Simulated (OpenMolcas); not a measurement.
**Worked example: vertical energy of the triplet above the singlet of SF4 (sulfur tetrafluoride)**

SF4 has 5 atoms, charge 0, and is taken as a singlet. SMILES: `FS(F)(F)F`. Geometry: relaxed at PBE0-D4/def2-TZVP.

Both states at this one shape; open shells run unrestricted unless said. 1 Eh = 27.2114 eV.

| level | program | singlet SF4 (Eh) | triplet SF4 (Eh) |
| --- | --- | --- | --- |
| r2SCANh/def2-SVP | OpenMolcas | -796.811304 | -796.637095 |
| r2SCANh/def2-TZVP (RICD fitting) | OpenMolcas | -797.504134 | -797.337194 |

Problem. Work out the vertical gap, second state less first, at each level.

Solution. 
1. r2SCANh/def2-SVP: -796.637095 − (-796.811304) = 0.174209 Eh = 4.74 eV.
2. r2SCANh/def2-TZVP (RICD fitting): -797.337194 − (-797.504134) = 0.166940 Eh = 4.54 eV.

No measured value is set beside it here; the levels span 4.54 to 4.74 eV.
